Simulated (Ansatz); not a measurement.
**A ladder of methods for CH4Si (SMILES [CH][SiH3])**

The species is CH4Si (6 atoms), meant as a triplet with charge 0. As SMILES, `[CH][SiH3]`. The shape is that of a GFN2-xTB optimisation.

```xyz
6

C     0.6673   -0.8522    0.7346
Si   -0.2589    0.4043   -0.1786
H     1.1379   -1.8135    0.7310
H    -1.5441   -0.1432   -0.6446
H     0.5114    0.8610   -1.3475
H    -0.5136    1.5436    0.7052
```

Quantity: the energy change with the C1–H3 bond stretched from 1.070 to 1.606 Å, in eV. The values are calculated.

```csv
level,kind,program,value (eV),less CCSD(T)/STO-3G,CPU time (all runs)
UHF/STO-3G,Hartree–Fock,Ansatz,2.77,+0.55,0.21 s
UBLYP/STO-3G,GGA,Ansatz,2.17,-0.05,3.5 s
U-r2SCAN0/STO-3G,hybrid meta-GGA,Ansatz,2.64,+0.42,9.1 s
UPBE0/STO-3G,global hybrid,Ansatz,2.54,+0.32,3.9 s
UHSE06/STO-3G,range-separated hybrid,Ansatz,2.54,+0.32,4.9 s
UB2PLYP/STO-3G,double hybrid,Ansatz,2.54,+0.32,4.4 s
RPA@PBE/STO-3G,RPA,Ansatz,2.17,-0.05,4.2 s
UMP2/STO-3G,perturbation theory,Ansatz,2.74,+0.52,0.22 s
UCCSD(T)/STO-3G,coupled cluster or CI,Ansatz,2.22,0.00,0.42 s
UCCSDT/STO-3G,coupled cluster or CI,Ansatz,2.21,-0.01,1.5 s
```

Differences are taken from UCCSD(T)/STO-3G for orientation; it has basis-set and higher-order errors of its own. Its T1 diagnostic reaches 0.045, a sign that one reference may not serve. The first shape isn't each level's own minimum. The values span 2.17 to 2.77 eV. Spin contamination of the reference (⟨S²⟩ at least 0.1 too high) touches UHF/STO-3G, UMP2/STO-3G, UCCSD(T)/STO-3G, UCCSDT/STO-3G. All rows use very small basis sets, so even the best lies far from the true value. Times are those of the runs behind each value, whatever else they computed, on shared processors of several kinds: orders of magnitude only.
